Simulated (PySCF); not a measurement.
Values are calculated unless marked as measured or tabulated.
**C2H6Si**

The system: C2H6Si, a carbene (divalent C1, bonded to 1 C + 1 H); neutral, triplet. The structure, one conformer, was relaxed in the gas phase by PBE0-D3(BJ)/def2-SVP. No frequency run checks that it is a minimum.

Singlet and triplet of such a carbene can lie close, and which is the ground state isn't settled here.

SMILES: [CH]C[SiH3]

| atom | x (Å) | y (Å) | z (Å) |
| --- | --- | --- | --- |
| C1 | 1.191 | -0.327 | 1.239 |
| C2 | 0.409 | -0.794 | 0.101 |
| Si3 | -0.824 | 0.527 | -0.503 |
| H4 | 1.692 | 0.614 | 1.481 |
| H5 | -0.177 | -1.693 | 0.367 |
| H6 | 1.046 | -1.091 | -0.759 |
| H7 | -1.789 | 0.853 | 0.589 |
| H8 | -1.580 | 0.034 | -1.698 |
| H9 | -0.080 | 1.767 | -0.880 |

EPR values by unrestricted B3LYP, IGLO-III on C Si, pcH-1 on H.

(1) Predict g and the largest hyperfine couplings. Where does the spin sit?

(2) How do the isotropic couplings move with BHandHLYP?

Answers

(1) g = 2.0020, 2.0025, 2.0026. The zero-field splitting dominates the spectrum: D = 0.7 cm⁻¹, |E| = 0.046 cm⁻¹ (spin-spin and spin-orbit parts, DFT, rough). The spin sits on C1 (96 %, bonded to 1 C + 1 H) by Mulliken populations.
| atom | isotope | isotropic (MHz) | dipolar, principal values (MHz) |
| --- | --- | --- | --- |
| C1 | 13C | 229.5 | -74.1, 26.9, 47.3 |
| H6 | 1H | 85.3 | -5.1, -3.1, 8.2 |
| Si3 | 29Si | -69.3 | -10.1, 4.5, 5.7 |
| H5 | 1H | 53.4 | -5.3, -5.0, 10.3 |
| H4 | 1H | 4.2 | -21.6, -14.6, 36.1 |
| H8 | 1H | 18.1 | -1.5, -1.0, 2.5 |

(2) C1 229.5 to 256.6 MHz, H6 85.3 to 84.8 MHz, Si3 -69.3 to -65.9 MHz, H5 53.4 to 51.9 MHz.

The 2 runs behind this took 71 s in all, one thread each of Arm Neoverse N1 on a shared host, launched as `OMP_NUM_THREADS=1 python cluster_run.py task.json out`.
